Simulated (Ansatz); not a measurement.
`C=C(S)CF` + H₂O → `C=C(O)S` + fluoromethane  (formal hydrolysis of a C–C bond)

Isolated molecules relaxed with PBE0-D4/def2-TZVP in Ansatz; ΔE leaves out vibrations. CCSD(T)/CBS is the MP2 limit (def2-TZVPP, def2-QZVPP) plus CCSD(T) − MP2 in def2-TZVPP, frozen cores. This one scheme is used for every species. Functionals use def2-TZVPP. Each species was taken in one conformer, which may not be the lowest.

CCSD(T)/CBS gives +10.4 kcal/mol.

(1) Another level gave +7.7 kcal/mol. Which?
A. B2PLYP/def2-TZVPP
B. MP2/def2-TZVPP
C. PBE/def2-TZVPP
D. SCS-MP2/def2-TZVPP

Largest T1 diagnostic among the species: 0.012.

Answers

(1) A. B2PLYP 7.7, SCS-MP2/def2-TZVPP 9.5, PBE 6.1, MP2/def2-TZVPP 10.6 kcal/mol.

From PBE to PBE0 (25 % exact exchange), in def2-TZVPP and without D4, ΔE moves by +1.2 kcal/mol. In def2-TZVPP, CCSD(T) changes the Hartree–Fock value by +2.5 kcal/mol (the triples alone add +0.0 kcal/mol) and MP2 by +3.5 kcal/mol.
